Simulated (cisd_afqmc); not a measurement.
Input (AFQMC/CISD/aug-cc-pVTZ; cisd_afqmc is a phaseless AFQMC code with CISD trial states that reads the integrals written by Ansatz):

Ansatz 0.2 input:
```python
import cisd_afqmc

open("ham.yaml", "w").write("""\
crystal:
  periodic: [false, false, false]
  atoms:
    - {symbol: O, position_ang: [-0.30106373, -0.10804873, 0.00000210]}
    - {symbol: H, position_ang: [-0.42794473, 0.85156927, -0.00000558]}
    - {symbol: H, position_ang: [1.01548627, -0.10036673, -0.00000312]}
    - {symbol: H, position_ang: [1.82096827, 0.11318727, -0.00000809]}
basis:
  gaussian:
    orbitals: aug-cc-pVTZ
magnetization: {spin_polarized: true, initial_magnetization: 1}
correlation: {method: ccsd, electrons: outside_noble_gas, hamiltonian_folder: ham}
""")
rep = cisd_afqmc.ansatz("ham.yaml")
e_ccsd = rep["correlation"]["coupled_cluster"]["energy"]["hartree"]
out = cisd_afqmc.run("ham", e_ccsd, trial="CISD", walkers=1000, populations=1, threads=12, dt=0.005, steps=40, early=24, settle=10, least=100,
    cut=5e-5, rank_cut=2e-4, target=0.0004, seconds=1000, seed=4, memory=62639, gpu=True)
```

Output:

```
orbitals 114, occupied [5, 4], factors 521 of 651, rank of the doubles 332 of 985
E(HF) = -76.521082
E(CCSD) on the cut factors = -76.800616, shift to the whole factors -0.000013
Energy of the trial state on the determinant = -76.800596
  tau behind 7.2 of longer steps, mean of the populations' last blocks
   2.0  -76.80987
   4.0  -76.80941
   6.0  -76.80942
   8.0  -76.80945
  10.0  -76.80943
  12.0  -76.80891
  14.0  -76.81035
  16.0  -76.80997
  18.0  -76.80964
  20.0  -76.80954
  22.0  -76.81024
blocks 100 (0 outliers left out), error by blocks joined: 1: 0.00012, 2: 0.00014, 4: 0.00016, 8: 0.00019
E(AFQMC/CISD) = -76.80964 +/- 0.00019
```

The determinant is spin-contaminated: <S^2> is 0.79, 0.04 over the pure value.

The error still grows at the longest joins of blocks, or few joins were possible, so the printed bar may be too narrow.
